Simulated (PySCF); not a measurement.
## Core binding energy against partial charge

C4H4FN.
Structure used (PBE0-D3(BJ)/def2-SVP), in Å, numbered top down from 1:
```xyz
10
C4H4FN angstrom
C      0.9841   -0.8408    0.2954
C      0.2861    0.2930    0.1550
C      0.9299    1.5708    0.0786
N      1.4048    2.6265    0.0126
C     -1.2177    0.3212    0.0681
F     -1.7252   -0.9406    0.1278
H      2.0734   -0.8332    0.3565
H      0.4554   -1.7941    0.3489
H     -1.5301    0.7971   -0.8782
H     -1.6297    0.9207    0.8993
```

Binding energies: delta-SCF UKS SCAN, pcX-2 on the ionised atom, pcseg-1 elsewhere, spin-free X2C in PySCF. Charges: PBE0/pcSseg-1 ground-state density, for the ionised atom.

```tsv
atom	environment	C 1s (eV)	Mulliken (e)	IAO (e)	Hirshfeld (e)	ESP (e)
C1	terminal =CH2 carbon	291.26	-0.010	-0.259	-0.061	-0.451
C2	fully substituted alkene carbon	292.48	-0.446	-0.052	+0.007	+0.060
C3	nitrile carbon	292.59	+0.139	+0.128	+0.077	+0.298
C5	sp3 C–F carbon	294.10	+0.307	+0.049	+0.037	+0.071
```

Question: How well does each charge scheme correlate with the binding energies over these sites?

Answer: IAO: r = 0.73, slope 5.1 eV per e; Hirshfeld: r = 0.66, slope 13.2 eV per e; ESP: r = 0.63, slope 2.3 eV per e; Mulliken: r = 0.47, slope 1.7 eV per e. IAO charges have the highest r, on only 4 points.

Question: The point-charge model writes a binding energy as kq + V + constant, with V the potential of the other atoms' charges at the site. What does it give with the IAO charges?

Answer: V = Σ 14.40 eV Å × q/r over all other atoms: +3.97 eV at C1, +0.35 eV at C2, -2.46 eV at C3, +0.35 eV at C5. Fitting binding energy − V to q gives k = 20.2 eV per e and leaves an rms residual of 0.28 eV, against 0.69 eV for the fit on q alone. The model has no term for differences in relaxation between sites.

The structure is a single PBE0-D3(BJ)/def2-SVP conformer in the gas phase; no vibrational or solvent corrections.
